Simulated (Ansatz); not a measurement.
A made-up structure of BH₂O₂, doublet:

```csv
atom,x (Å),y (Å),z (Å)
O1,-0.1733,-1.3756,-0.3308
B2,0.5431,0.7829,0.4060
O3,-0.3332,-0.0744,-0.1762
H4,-1.1768,0.2449,-0.5329
H5,1.5021,0.2735,0.7847
```

It is relaxed with PBE-D4/def2-SVP and then PBE0-D4/def2-TZVP (Ansatz 0.2.0). Atoms count as bonded within 1.22 times the sum of their covalent radii (H–H: 0.88 Å). The end point is not checked to be a true minimum.

Task: Does its bonding change? (A judgement: the text doesn't fix the answer.)

Result: The calculation gives: No: no bond forms or breaks.

Where it ends: The first stage lowers the energy by 0.32 eV in 9 steps. It ends as BH₂O₂ ([BH][OH][O]):
O1  (-0.221, -1.499, -0.376)
B2  (0.555, 0.766, 0.409)
O3  (-0.355, -0.034, -0.180)
H4  (-1.198, 0.267, -0.539)
H5  (1.580, 0.351, 0.837)
(Å)

Labels in which every atom is bracketed show which atoms are joined, not bond orders.

For scale, one of the runs: PBE0-D4/def2-TZVP relaxation, 105 basis functions, launched by `ansatz run in.yaml --threads 2 --pin off --events-out ev --progress --plain --max-ram 4352MiB`. Hardware: 2 CPU threads of an AMD EPYC 9B45, shared host. Wall time about 5.5 s.
